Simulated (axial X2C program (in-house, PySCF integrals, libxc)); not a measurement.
## Which molecule has these constants?

Computed with an in-house all-electron X2C program for linear molecules (integrals from PySCF), spin-free (one-electron X2C) or two-component (2c: spin–orbit coupling with atomic mean-field Coulomb and Gaunt terms, which also bring small scalar terms), in Dyall basis sets with cores contracted in-house; open shells are unrestricted.

A two-component PBE0 calculation in a Dyall 3-zeta basis gave Re = 0.919 Å, ωe = 4144.1 cm⁻¹, De = 5.92 eV, dipole magnitude 1.81 D, Ω = 0.

Question: Which molecule is it?
A. LiF
B. NaF
C. HF

Answer: C. The others have NaF 1.930 Å and 531.5 cm⁻¹ (Ω = 0); LiF 1.561 Å and 912.2 cm⁻¹ (Ω = 0).

Each entry is the lowest single determinant of a limited PBE0 search at one distance. De goes to single-determinant-based atoms at the same level (for ions the charge split of lowest energy) and is withheld (n/a) where an atom does not fit its ground term or J level. Main or longest-lived isotopes. Some light 2c atoms are not at their ground J level, so De misses part of their lowering (0.04 eV or less). The functionals have no current term, which raises determinants with orbital currents.
